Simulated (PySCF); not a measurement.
C4H4N2.
Geometry (PBE0-D3(BJ)/def2-TZVP, Å), atoms numbered from 1 in this order:
```xyz
10
C4H4N2 angstrom
N     -2.2216   -1.9483    0.1491
C     -1.2469   -1.3603    0.3046
C     -0.0235   -0.5971    0.4823
C      0.0268    0.5989   -0.4793
C      1.2627    1.3462   -0.3200
N      2.2474    1.9210   -0.1793
H      0.0315   -0.2525    1.5175
H      0.8328   -1.2542    0.3136
H     -0.0491    0.2569   -1.5139
H     -0.8177    1.2673   -0.2966
```

All values: wB97X-D/pcSseg-2 (PySCF, non-relativistic), on one gas-phase PBE0-D3(BJ)/def2-TZVP geometry that isn't relaxed in the solvent. The solvent is an IEF-PCM continuum (cavity from Bondi-type radii × 1.2). Specific hydrogen bonds and non-electrostatic terms are outside this model.

Gas phase at wB97X-D/pcSseg-2: HOMO -11.77 eV, LUMO 1.42 eV, dipole 0.07 D.

**Question.** What does the continuum do to the energy, the frontier levels and the dipole at wB97X-D/pcSseg-2 in chloroform?

**Answer.** 
| solvent | ε | E(solvent) − E(gas) (kcal/mol) | polarisation term (kcal/mol) | distortion of the solute (kcal/mol) | HOMO (eV) | LUMO (eV) | dipole (D) |
| --- | --- | --- | --- | --- | --- | --- | --- |
| chloroform | 4.711 | -8.72 | -10.23 | 1.51 | -11.62 | 1.88 | 0.09 |

The polarisation term is half the interaction of the solute with the surface charges that it induces; the rest is the cost of distorting the solute's density. The sum is the electrostatic part of solvation alone.

On an Arm Neoverse N1 with one thread, shared host, this took 77 s wall and 1.2 GiB of memory at its peak. This is the whole shielding run at wB97X-D/pcSseg-2 in chloroform, SCF included.

wB97X-D is run here without its empirical dispersion term; that term would change no orbital, density or response property at a fixed geometry.
